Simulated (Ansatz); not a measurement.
Difluoromethane → `[CH]F` + H–F at 400 K and 1 bar (formal loss of a carbene).

Gas-phase electronic energies from Ansatz, PBE0-D4/def2-TZVP geometries. CBS: def2 TZ/QZ extrapolation, frozen cores.

| species | CCSD(T)/CBS energy (Eh) | H − E (kJ/mol) | S (J/(mol·K)) |
| --- | --- | --- | --- |
| `FCF` | -238.82263 | 101.8 | 260.0 |
| `[CH]F` | -138.29609 | 46.3 | 233.5 |
| H–F | -100.39431 | 36.5 | 182.2 |

H − E and S are ideal-gas, rigid-rotor, harmonic terms from PBE0-D4/def2-TZVP. 1 Eh = 2625.50 kJ/mol, R = 8.31446 J/(mol·K).

By hand: ΔE, ΔH, ΔS and ΔG.

ΔE = (-138.29609) + (-100.39431) − (-238.82263) = 0.13223 Eh = 347.2 kJ/mol. Δ(H − E) = 46.3 + 36.5 − 101.8 = -19.0, so ΔH = 328.2 kJ/mol. ΔS = 233.5 + 182.2 − 260.0 = 155.7 J/(mol·K). ΔG = 328.2 − 400 × (155.7)/1000 = 265.9 kJ/mol.

By hand: the equilibrium constant, and the temperature at which ΔG would vanish if ΔH and ΔS stayed fixed.

log₁₀ K = −ΔG/(RT ln 10) = -34.7. ΔG = 0 at ΔH/ΔS = 2108 K.

The number of gas molecules changes by +1, which sets the sign of ΔS. A doubt of 5 kJ/mol in ΔE shifts log₁₀ K by 0.7 here. These are equilibria of isolated gas molecules and say nothing of rates. Largest T1 diagnostic: 0.018 (customary marks: 0.02 for closed shells, 0.045 for open ones).
